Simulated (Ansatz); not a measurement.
System: zinc-blende MgTe (metastable phase). Method: PBE0 in Ansatz (plane waves, PAW).

Settings: plane-wave cutoff 460 eV, 8×8×8 k mesh, Fermi–Dirac smearing 0.01 eV, scalar-relativistic PAW data made under PBE.

On both sides of the equilibrium volume: at 32.886 Å³/atom the pressure is 0.99 GPa and the direct gap at Γ 4.032 eV; at 34.572 Å³/atom they are -0.88 GPa and 3.787 eV. The fitted bulk modulus is 37.3 GPa.

Work out the volume deformation potential of this gap and its pressure coefficient, in two ways.

a_V = dE_g/d ln V = (3.787 − 4.032)/ln(34.572/32.886) = -4.90 eV. Since dP = −B d ln V, dE_g/dP = −a_V/B = 131 meV/GPa. Straight from the pressures: (4.032 − 3.787)/(0.99 − (-0.88)) = 131 meV/GPa. At this level and over this range the gap at Γ widens under pressure.

Spin–orbit coupling is not included; with these elements it can move the gap by several tenths of an eV or more.

Ansatz is a quantum-chemistry and plane-wave program.
